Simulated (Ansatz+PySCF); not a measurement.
Values are calculated unless marked as measured or tabulated.
## PySCF 2.14.0 run

```python
from pyscf import gto, scf, mp

mol = gto.M(atom="""
C 0.000000 0.000000 -0.532190
C 0.000000 1.285020 0.227950
C 0.000000 -1.285020 0.227950
H 0.000000 0.000000 -1.714360
H 0.000000 2.332050 -0.327270
H 0.000000 1.300010 1.413320
H 0.000000 -2.332050 -0.327270
H 0.000000 -1.300010 1.413320
""", basis='def2-svp', charge=1, spin=0)
mf = scf.RHF(mol)
mf.kernel()
pt = mp.MP2(mf, frozen=3).run()
print(mf.e_tot, pt.e_corr, pt.e_tot)
```

The script is written out from the run's settings.

The run gave:

| Quantity | Value |
| --- | --- |
| Converged | yes |
| Reference energy | -116.05048 hartree |
| Correlation energy | -0.38473 hartree |
| Total energy | -116.43521 hartree |
